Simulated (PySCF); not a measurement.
# Li: ionisation energy

Li [He] 2s1 (2S) → Li⁺ 1s2 (1S), as a difference of total energies. Calculation: PySCF 2.14, in cc-pVDZ (3s2p1d, 14 functions); no relativity, point nucleus. The calculations carry no spin-orbit coupling.

```tsv
method	ionisation energy (eV)
UHF	5.342
MN15	5.051
B3LYP	5.614
```

For comparison: 5.392 eV (measured; NIST Atomic Spectra Database, ionization energies).
